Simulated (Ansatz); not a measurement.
System: hcp Be. Method: PBE-D4 (Ansatz, a quantum-chemistry and plane-wave program, plane waves, PAW).

Settings: plane-wave cutoff 520 eV, 30×30×16 k mesh (along the axes of the cell as run), Fermi–Dirac smearing 0.05 eV, scalar-relativistic PAW data made under PBE.

A third-order Birch–Murnaghan fit to the energies gives V0 = 7.765 Å³/atom, B0 = 126 GPa, B′ = 3.3.

```csv
V (Å³/atom),P (GPa)
7.455,5.51
7.610,___
7.765,0.00
7.921,___
8.076,-4.64
```

Task: Estimate the withheld pressures from this fit; the answers are the runs' own values.

Result: 
- 7.610, P (GPa): 2.64
- 7.921, P (GPa): -2.42

The formula P = (3/2) B0 (x^(7/3) − x^(5/3)) [1 + (3/4)(B′ − 4)(x^(2/3) − 1)] with x = V0/V meets the computed pressures within 0.03 GPa when these rounded values are put in.

Shape and atoms are relaxed at each volume.

Measured, for comparison: bulk modulus 117 GPa (room temperature, not corrected to a static lattice, our sources range from 97.2 to 117; as tabulated in arXiv:2410.04971). Computed (rounded) less measured: bulk modulus not scored (sources differ). A static lattice is as a rule a little smaller and stiffer than an uncorrected measurement, which narrows the difference in the bulk modulus and would widen misses of the other sign.

Note: the bulk modulus comes from volumes at which shape and atoms were relaxed.

Static lattice: no zero-point or thermal effects.
